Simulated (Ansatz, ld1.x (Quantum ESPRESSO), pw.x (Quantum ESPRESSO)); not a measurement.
## What a changed setting does to a pw.x run (bcc Rb)

Potential: norm-conserving Troullier–Martins (Kleinman–Bylander form), ld1.x (Quantum ESPRESSO) 7.5, LDA (PW92); core [Kr], reference 5s1 5p0; waves: 5p (bound, empty): rc 4.10 bohr; 4d channel at 0.05 Ry: rc 4.15 bohr; 5s (bound): rc 4.20 bohr; local part: the s channel; core correction: Bessel-smoothed model core, default radius (core density twice the valence density).

The reference run (k-mesh 9³, cutoffs 50/200 Ry, Fermi–Dirac 0.01 Ry, mixing_beta 0.4, conv_thr 1e-9, no spin) gives -0.02 GPa at 77.907 Å³/atom, where all-electron LAPW gives -0.01 GPa. This run, with its own iteration cap, changes conv_thr to 0.0001.

```
&control
  calculation='scf', prefix='x', pseudo_dir='./', outdir='./tmp', tstress=.true., disk_io='none'
/
&system
  ibrav=0, nat=1, ntyp=1, ecutwfc=50, ecutrho=200, nbnd=7,
  occupations='smearing', smearing='fd', degauss=0.01
/
&electrons
  conv_thr=0.0001, mixing_beta=0.4, electron_maxstep=50
/
ATOMIC_SPECIES
Rb 1.0 Rb.UPF
CELL_PARAMETERS angstrom
  -2.69053614 2.69053614 2.69053614
  2.69053614 -2.69053614 2.69053614
  2.69053614 2.69053614 -2.69053614
ATOMIC_POSITIONS crystal
Rb 0.0000 0.0000 0.0000
K_POINTS automatic
9 9 9 0 0 0
```

```bash
pw.x < Rb.scf.in > Rb.scf.out
```

How does the run end?

It converges in 3 iterations; the free energy moves by +0.0 meV/atom and the pressure by +0.00 GPa. The result is that of the reference run.

```
Message from routine setup:
     using ibrav=0 with symmetry is DISCOURAGED, use correct ibrav instead
     lattice parameter (alat)  =       8.8064  a.u.
     unit-cell volume          =     525.7425 (a.u.)^3
     number of electrons       =         1.00
     number of Kohn-Sham states=            7
     kinetic-energy cutoff     =      50.0000  Ry
     charge density cutoff     =     200.0000  Ry
     scf convergence threshold =      1.0E-04
     Exchange-correlation= PW
     number of k points=    35  Fermi-Dirac smearing, width (Ry)=  0.0100
     iteration #  1     ecut=    50.00 Ry     beta= 0.40
     total energy              =      -3.12835808 Ry
     estimated scf accuracy    <       0.00035184 Ry
     iteration #  2     ecut=    50.00 Ry     beta= 0.40
     total energy              =      -3.12836208 Ry
     estimated scf accuracy    <       0.00012758 Ry
     iteration #  3     ecut=    50.00 Ry     beta= 0.40
     the Fermi energy is    -0.3521 ev
!    total energy              =      -3.12836362 Ry
     estimated scf accuracy    <       0.00000003 Ry
     smearing contrib. (-TS)   =      -0.00367093 Ry
     The total energy is F=E-TS. E is the sum of the following terms:
     one-electron contribution =       0.30004025 Ry
     hartree contribution      =       0.00160831 Ry
     xc contribution           =      -3.06845730 Ry
     ewald contribution        =      -0.35788396 Ry
     convergence has been achieved in   3 iterations
          total   stress  (Ry/bohr**3)                   (kbar)     P=       -0.21
     Message from routine punch:
     Nothing written, as per user request (disk_io='none')
```

The run took about 6.6 s on one core of a shared host (Neoverse-V1, 32 threads, 247 GiB, load 20).
